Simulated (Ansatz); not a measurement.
For Sn (model structure, started from the hcp type, P6₃/mmc, No. 194, 2 atoms in the cell), PBE in Ansatz (plane waves, PAW) gives:

* **lattice parameter a**: 3.381 Å
* **c axis length**: 5.606 Å

Question: What does r²SCAN (plane waves, PAW; Ansatz, a quantum-chemistry and plane-wave program) give for the same quantities?

Answer: 
- lattice constant a: 3.344 Å (falls by 1.1 %)
- lattice parameter c: 5.576 Å (decreases by 0.5 %)

Changes are worked out from the printed values.

Unless a cell is named, each level is at its own relaxed cell (PBE 27.74, r²SCAN 27.00 Å³/atom).

Ansatz's density-functional and Hartree–Fock values are scalar-relativistic unless marked +SOC, with PAW data made under PBE.

A model structure was made by putting elements into a prototype or built by hand; it is no filed structure, need not be a known phase, and can be a saddle point held by its symmetry.
